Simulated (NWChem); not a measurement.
## Spin states of nitrogen (N$_{2}$)

SMILES: N#N
```xyz
2

N      0.0000     0.0000     0.5502
N      0.0000     0.0000    -0.5502
```
Charge 0, spin multiplicity 1.

The numbers come from NWChem runs, not from measurements. The geometry was optimised at B3LYP/def2-SVP, a minimum by its harmonic frequencies.

Basis set: def2-TZVP. The gap is E(triplet) − E(singlet) at the geometry of the singlet, so a negative value puts the higher spin lower. Open shells are unrestricted, coupled cluster uses restricted open-shell references, and the singlet is the closed-shell solution. The triplet is the single determinant that the SCF runs reached, with unpaired electrons in orbitals of symmetry ag and b2g (D2h labels); it need not be the lowest triplet, which in molecules with degenerate π orbitals can need several determinants.

The correlated methods keep 2 core orbitals frozen. B3LYP has NWChem's definition, with VWN1-RPA local correlation. The stability of the SCF solutions was not checked. Open-shell Hartree-Fock references start from PBE0 orbitals. Coupled-cluster values serve here as a point of comparison, not as the truth.

**Question.** One of these methods gave a vertical singlet-triplet gap of 173.3 kcal/mol. Which?
A. PBE
B. MP2
C. CCSD(T)
D. B3LYP

**Answer.** A, PBE. The others give 176.9 (B3LYP), 189.5 (MP2), 185.6 (CCSD(T)).
